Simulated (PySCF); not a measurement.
These 2 structures share the formula C5H14N2. Theory: PySCF, PBE0-D3(BJ)/def2-SVP geometry optimisation, gas phase. Energies are electronic, without zero-point or thermal terms, for one conformer each. No frequencies were run at this level. Point groups hold within 0.08 Å.

Question: Order them by energy at this level, lowest first, and give relative energies in kJ/mol.
A. `[CH3:1][CH2:2][N:3]([CH3:4])[CH2:5][CH2:6][NH2:7]` with C1–C2–N3–C4 -67°, C2–N3–C5–C6 -156°, N3–C5–C6–N7 56°, C5–C6–N7–H 66° and -47°
B. `[CH3:1][N:2]([CH3:3])[CH2:4][N:5]([CH3:6])[CH3:7]` with C1–N2–C4–N5 66°, N2–C4–N5–C6 -164° (N,N,N',N'-tetramethylmethanediamine)

Answer: A (0.0), B (27.3).

As drawn, the lower has an N–H bond, which the higher lacks.

| SMILES | E (Eh) | E rel (kJ/mol) | dipole (D) | point group | A, B, C (MHz) |
| --- | --- | --- | --- | --- | --- |
| CCN(C)CCN | -307.86784 | 0.0 | 1.83 | C1 | 4378, 1429, 1339 |
| CN(C)CN(C)C | -307.85745 | 27.3 | 0.56 | C2 | 4575, 1513, 1492 |

Question: How do the relative energies change in single points at PBE0/pcSseg-1 (no added dispersion term) on the same geometries?

Answer: 
```
     SMILES  PBE0-D3(BJ)/def2-SVP (kJ/mol)  PBE0/pcSseg-1 (kJ/mol)  shift
  CCN(C)CCN                            0.0                     0.0    0.0
CN(C)CN(C)C                           27.3                    30.0   +2.7
```

Each column counts from its own lowest isomer. The order is unchanged; the largest shift is 2.7 kJ/mol.
